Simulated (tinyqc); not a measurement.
Worked calculation: RKS/BLYP in the sto-6g basis, for HF, spin multiplicity 1. One step of it, computed by the program tinyqc.

Task: Iteration 2: DIIS coefficients. Solve [B -1; -1 0][c; lambda] = [0; -1] for the coefficients, which sum to one.

B (overlaps of the stored error matrices):
```
[[2.7114730e-01, 5.5964551e-02],
 [5.5964551e-02, 3.7351588e-02]]
```

Give: DIIS coefficients.

Result:

DIIS coefficients: [-0.0947, 1.0947]
